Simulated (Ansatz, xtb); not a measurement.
Two structures of CLiS

Structure I: `[Li][C]=S`, a doublet. Structure II: a doublet given by its coordinates. Both are isolated molecules in the gas phase, relaxed with PBE0-D3(BJ)/def2-SVP.

I (Å):

```xyz
3

C     0.0000    0.0000   -0.1002
Li    0.0000    0.0000    1.7763
S     0.0000    0.0000   -1.6761
```

II (Å):

```xyz
3

C    -3.5135   -2.1415   -1.0500
Li   -4.5767   -0.5846   -0.4710
S    -2.3926   -1.2040   -0.3404
```

Close contacts (Å): C1–Li2 1.97, C1–S3 1.62, Li2–S3 2.27.

Estimate E(II) − E(I) at the level CCSD(T)/def2-TZVPP.

Too close to call at this level: CCSD(T)/def2-TZVPP gives E(II) − E(I) = +2.46 kJ/mol.

How the difference moves with the method:

```
               level              geometry  E(II) − E(I) (kJ/mol)  departure from the last row (kJ/mol)  job, with rough time for the two
PBE0-D3(BJ)/def2-SVP  PBE0-D3(BJ)/def2-SVP                   +5.40                                 +2.94                optimisation, 63 s
       HF/def2-TZVPP  PBE0-D3(BJ)/def2-SVP                   −4.87                                 −7.33           part of the CCSD(T) run
      MP2/def2-TZVPP  PBE0-D3(BJ)/def2-SVP                   −1.46                                 −3.92           part of the CCSD(T) run
  CCSD(T)/def2-TZVPP  PBE0-D3(BJ)/def2-SVP                   +2.46                                                      single point, 22 s
```

The largest departure from CCSD(T)/def2-TZVPP is that of HF/def2-TZVPP, 7.33 kJ/mol. Levels run at GFN2-xTB geometries aren't shown.

With harmonic frequencies from PBE0-D3(BJ)/def2-SVP (ideal gas, rigid rotor, one conformer each, 298.15 K, 1 atm): the zero-point term adds −1.82 kJ/mol; ΔH is −0.08 and ΔG −3.77 kJ/mol.

Open shells are spin-unrestricted, with notable spin contamination under HF/def2-TZVPP, MP2/def2-TZVPP, CCSD(T)/def2-TZVPP. The correlated steps freeze 6 core orbitals; the last core shell of Li is correlated, in a basis made for valence electrons. Programs: Ansatz 0.2.0; the last row on 1 thread of Intel(R) Xeon(R) Platinum 8375C CPU @ 2.90GHz (Ice Lake) on a shared host.
